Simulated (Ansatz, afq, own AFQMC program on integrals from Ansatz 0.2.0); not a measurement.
AFQMC on a folder of integrals that Ansatz 0.2.0 wrote.

```yaml
crystal:
  periodic: [false, false, false]
  atoms:
    - {symbol: O, position_ang: [0.000157, -0.000104, -0.041923]}
    - {symbol: H, position_ang: [0.941031, 0.014170, 0.225305]}
    - {symbol: H, position_ang: [-0.483545, 0.809421, 0.218000]}
    - {symbol: H, position_ang: [-0.459974, -0.821935, 0.222149]}
basis:
  gaussian: {orbitals: cc-pVDZ}
total_charge: 1
magnetization: {spin_polarized: false}
correlation: {method: ccsd_t, electrons: outside_noble_gas, hamiltonian_folder: ham}
```

```sh
$ ansatz run in.yaml --threads 1 --pin off --events-out ev --progress --plain --max-ram 1843MiB
```

Options of the walk:

```
--method phaseless --trial cisd --walkers 150 --populations 1 --least-time 40 --time-step 0.005 --steps-per-block 50 --equilibration-blocks 28 --max-blocks 300 --target-error 0.00034 --factor-cut 1e-05 --seed 8910 --release-times 0.24,0.51,0.99,1.62,2.4 --release-step 0.03 --release-every 4 --taylor-order 6
```

Times are imaginary, in 1/Eh. The walk had a cap of 537 s.

Log:

```
orbitals 28  electrons 4 4  factors 213 of 259
reference energy -76.31149766 Eh
CCSD correlation -0.21418980 Eh in 8 cycles, weight of the determinant in the CISD state 0.9464
energy of the start -76.525688 Eh
 block  time / (1/Eh)  mean weight  energy / Eh
     1     0.250  0.9995  -76.524999
     2     0.500  1.0000  -76.527989
     3     0.750  0.9999  -76.529368
     4     1.000  0.9985  -76.527650
     5     1.250  1.0003  -76.529160
    10     2.500  0.9994  -76.529286
    29     7.250  1.0008  -76.527590
    49    12.250  0.9995  -76.528533
    69    17.250  0.9995  -76.529774
    89    22.250  1.0007  -76.528467
   109    27.250  0.9980  -76.528745
   117    29.250  1.0008  -76.525822
   129    32.250  1.0000  -76.531496
   149    37.250  0.9998  -76.529394
   153    38.250  1.0004  -76.546813
   169    42.250  0.9986  -76.527622
   185    46.250  1.0001  -76.526911
blocks merged  error / Eh  count
     1  0.000229  160
     2  0.000272  80
     4  0.000292  40
     8  0.000303  20
    16  0.000296  10
released: time / (1/Eh)  energy / Eh  error  mean overlap
  0.24  -76.529133  0.000163  1.0012
  0.51  -76.529440  0.000212  0.9994
  0.99  -76.529268  0.000187  1.0071
  1.62  -76.529539  0.000222  1.0201
  2.40  -76.529900  0.000287  1.0042
energy -76.529252 +/- 0.000303 Eh
(rows thinned)
```

The run passed its tests (sampling time, drift between the halves within three errors, error under three times the target), which doesn't prove that it has relaxed.

Against this walk (error 8.2 meV) on the same determinant: CCSD(T) 10.9 meV higher (within the noise), CCSDT(Q) 5.4 meV lower (within the noise). The error is statistical and leaves out the bias of the constraint. The released energies are still falling (meV from the phaseless value at times in 1/Eh: 3 ± 4 at 0.24, -5 ± 6 at 0.51, 0 ± 5 at 0.99, -8 ± 6 at 1.62, -18 ± 8 at 2.40), so they give no level.

Cautions: constraint bias not in the error.

The walk took 84 s on 1 thread of Intel(R) Xeon(R) 6975P-C (Granite Rapids) (shared host). The log's last line is the phaseless energy.

CCSDT and higher add their correlation energy to the determinant of the CCSD(T) run, since their own runs factorise the integrals more tightly (a shift of under 2 meV). A walk keeps the symmetry of its determinant, which the program's search chose and which needn't be the lowest solution, so a lower state of the same spin and another symmetry isn't excluded.
